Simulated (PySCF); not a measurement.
Compound: C3H6S.
Numbering: `[CH3:1][C@H:2]1[CH2:3][S:4]1` (hydrogens: H5, H6, H7 on C1; H8 on C2; H9, H10 on C3)

Cartesian coordinates in Å at the PBE0-D3(BJ)/def2-TZVP level; atoms count from 1:
```xyz
10
C3H6S angstrom
C     -1.0604   -0.5380   -0.3842
C      0.3413   -0.4127    0.1335
C      0.9892    0.9135    0.2092
S      0.5898    0.2047    1.8186
H     -1.6624    0.3162   -0.0685
H     -1.0581   -0.5761   -1.4785
H     -1.5382   -1.4465   -0.0139
H      0.9996   -1.2427   -0.1077
H      0.3964    1.7761   -0.0781
H      2.0469    0.9895   -0.0170
```

The closed-shell ground state was solved at several levels (PySCF, density fitting, gas phase, non-relativistic). Isolated species at its PBE0-D3(BJ)/def2-TZVP geometry, gas phase.

```json
{"level": "wB97X-D/aug-cc-pVTZ", "basis functions": "326", "HOMO (eV)": "-8.38", "LUMO (eV)": "0.85", "gap (eV)": "9.23", "dipole (D)": "2.11"}
{"level": "PBE0/pcSseg-2", "basis functions": "235", "HOMO (eV)": "-6.51", "LUMO (eV)": "0.16", "gap (eV)": "6.67", "dipole (D)": "2.11"}
{"level": "CAM-B3LYP/aug-cc-pVTZ", "basis functions": "326", "HOMO (eV)": "-7.87", "LUMO (eV)": "0.25", "gap (eV)": "8.12", "dipole (D)": "2.07"}
{"level": "PBE0/aug-cc-pVTZ", "basis functions": "326", "HOMO (eV)": "-6.52", "LUMO (eV)": "-0.11", "gap (eV)": "6.41", "dipole (D)": "2.08"}
{"level": "KT3/pcSseg-2", "basis functions": "235", "HOMO (eV)": "-5.37", "LUMO (eV)": "-0.82", "gap (eV)": "4.55", "dipole (D)": "2.03"}
{"level": "wB97X-D/pcSseg-2", "basis functions": "235", "HOMO (eV)": "-8.37", "LUMO (eV)": "1.94", "gap (eV)": "10.31", "dipole (D)": "2.15"}
```

(1) Estimate the row for B97-2/pcSseg-2, a basis of 235 functions; the other rows only guide the guess.

(2) Over all these levels, which gives the widest orbital gap and which the narrowest?

(3) In the pcSseg-2 basis, how does the gap go with the fixed share of exact exchange?

(4) How far do the dipole and the HOMO energy spread over the levels?

Answers

(1) HOMO -6.26 eV, LUMO 0.12 eV, gap 6.38 eV, dipole 2.11 D.

(2) wB97X-D/pcSseg-2 (range-separated hybrid) has the widest, 10.31 eV, and KT3/pcSseg-2 (GGA) the narrowest, 4.55 eV. The two share the basis. From the narrowest to the widest the HOMO moves by -3.00 eV and the LUMO by +2.76 eV.

(3) KT3 (0 %) 4.55 eV; B97-2 (21 %) 6.38 eV; PBE0 (25 %) 6.67 eV. Each rise in the share widens the gap here.

(4) The dipole runs from 2.03 to 2.15 D (mean 2.10 D) and the HOMO from -8.38 to -5.37 eV.
